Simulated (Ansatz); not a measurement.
Two shapes of singlet C2H2.

Shape 1:

```xyz
4

C    -0.0467   -0.0164   -0.4852
C    -0.0416   -0.0157    0.7991
H    -0.0485   -0.9506   -1.0196
H    -0.0062    0.9891   -1.0037
```

Shape 2:

```xyz
4

C    -0.0825   -0.0496   -0.4961
C    -0.0636   -0.0352    0.8395
H    -0.0738   -0.9706   -0.9814
H    -0.0045    0.9531   -1.0383
```

Basis set: STO-3G (spherical functions). Frozen core: 2 orbitals. Charge 0, multiplicity 1.

Computed with Ansatz (development build ahead of 0.2.0); each method stands on the lowest determinant of its kind that the runs found.

Question: Which shape is lower in energy, and by how much in each method?

Answer:

| method | E(2) − E(1) (eV) |
| --- | --- |
| RHF | 0.089 |
| RHF-MP2 | -0.036 |

The methods disagree on the order.
